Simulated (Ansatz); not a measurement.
# HNOSi: the cost of one run

Program: Ansatz 0.2.0, Gaussian basis. Level of theory: def2-QZVPP, all electrons in the functionals. These are calculated values, not measurements.

Plan: PBE, BLYP, r2SCAN, B97M-V, PBE0, B3LYP, at charge 0, triplet; charge 0, singlet; charge 0, quintet; charge 1, doublet; charge 1, quartet.

2 further runs of the same task are left out: 2 set aside as unsound or not needed.

## Step 1: What is computed

The geometry is a PBE0/def2-TZVP stationary point (not a proven minimum).

4 atoms, charge 0, spin multiplicity 3.

Atoms are counted from 1 here; the program's logs count them from 0.

Bond lengths: O1–N2 1.272 Å, N2–Si3 1.774 Å, N2–H4 1.026 Å. Angles: O1–N2–Si3 124.5°, O1–N2–H4 113.3°, Si3–N2–H4 122.2°.

No dispersion term is added; B97M-V holds VV10 nonlocal correlation. B3LYP takes the VWN-RPA correlation.

The geometry shown and the zero of energy belong to the point charge 0, triplet. The yardstick, UCCSD(T), and other wave-function levels (R restricted, U unrestricted, valence and pair active spaces) come from earlier runs.

## Step 2: PBE, charge 0, triplet

Contents of in.yaml:

```yaml
crystal:
  periodic: [false, false, false]
  atoms:
    - {symbol: O, position_ang: [0.000000, -0.337465, 1.530169]}
    - {symbol: N, position_ang: [0.000000, 0.447419, 0.529033]}
    - {symbol: Si, position_ang: [0.000000, -0.082561, -1.163926]}
    - {symbol: H, position_ang: [0.000000, 1.439714, 0.791361]}
basis:
  gaussian: {orbitals: "def2-QZVPP.json"}
magnetization: {spin_polarized: true, initial_magnetization: 2}
hamiltonian: {xc: {name: PBE}}
output: {orbitals: {seedname: orbitals}}
```

On the command line:

```sh
$ ansatz run in.yaml --threads 1 --pin off --events-out ev --progress --plain --max-ram 2393MiB
```

**Question.** How long does this run take on 1 thread of Arm Neoverse V1, shared host, and how much memory does it need?

About 18 s, with a peak of 0.43 GiB.
